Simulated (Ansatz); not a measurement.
Debugging a ladder of methods at one geometry of Li2 (the Ansatz DFT code, driven from Python).

Contents of `li2.xyz`:
```text
2

Li    0.00000    0.00000    0.00000
Li    0.00000    0.00000    4.85653
```

The script, `methods.py`:
```python
# -*- coding: utf-8 -*-
"""Li2 at several levels of theory."""

import ansatz

li2 = ansatz.Crystal.molecule_from_extxyz("li2.xyz")

calc = li2.calculation().basis(gaussian="def2-SVP")

methods = ["mp2", "ccsd", "ccsd_t", "bccd_t"]
reports = [calc.correlation(m).run().report for m in methods]
print(f"Hartree-Fock reference {reports[0]['reference_energy_ev'] / 27.211386246:.6f} Ha")
best = reports[-1]["free_energy_ev"] - reports[-1]["reference_energy_ev"]
for method, each in zip(methods, reports):
    gained = each["free_energy_ev"] - each["reference_energy_ev"]
    print(f"{method:8s} total {each['free_energy_ev'] / 27.211386246:.6f} Ha  correlation {gained:9.4f} eV  ({100 * gained / best:.1f} % of the last)")
```

```console
$ python methods.py
RunWarning: these amplitudes may be one of several solutions (largest doubles amplitude 0.47, level shift 0.02 eV)
Hartree-Fock reference -14.820660 Ha
mp2      total -14.843826 Ha  correlation   -0.6304 eV  (56.7 % of the last)
ccsd     total -14.860969 Ha  correlation   -1.0968 eV  (98.7 % of the last)
ccsd_t   total -14.861507 Ha  correlation   -1.1115 eV  (100.0 % of the last)
bccd_t   total -14.861493 Ha  correlation   -1.1111 eV  (100.0 % of the last)
```
(Warnings from the package without file and line.)

No error stopped it. What is wrong with the input all the same?

The fault: lengths in bohr are read as angstrom. The correction:

```diff
--- li2.xyz
+++ li2.xyz
@@ -4 +4 @@
-Li    0.00000    0.00000    4.85653
+Li    0.00000    0.00000    2.57000
```

The mended script runs so:

```console
$ python methods.py
Hartree-Fock reference -14.853810 Ha
mp2      total -14.874504 Ha  correlation   -0.5631 eV  (63.3 % of the last)
ccsd     total -14.886382 Ha  correlation   -0.8863 eV  (99.6 % of the last)
ccsd_t   total -14.886512 Ha  correlation   -0.8899 eV  (100.0 % of the last)
bccd_t   total -14.886512 Ha  correlation   -0.8899 eV  (100.0 % of the last)
```

Caveats:
- Total energies depend on the basis set; only differences at equal settings carry meaning.
- The geometry is a force-field or estimated start, not a minimum of this method, and the basis set is short of its limit. A lower total doesn't mark the better method: functionals have no common bound, and MP2 and coupled cluster aren't variational.
- Inner cores stay frozen; the shell under the valence of alkali and alkaline-earth atoms is correlated with it.
- The spin state was assumed, and another may lie lower.
- Timing: 0.8 s on 1 thread of Intel(R) Xeon(R) CPU @ 2.60GHz (Ice Lake) (shared host), peak memory 0.14 GiB.

(Lines on the test bed's own set-up are left out of the output.)
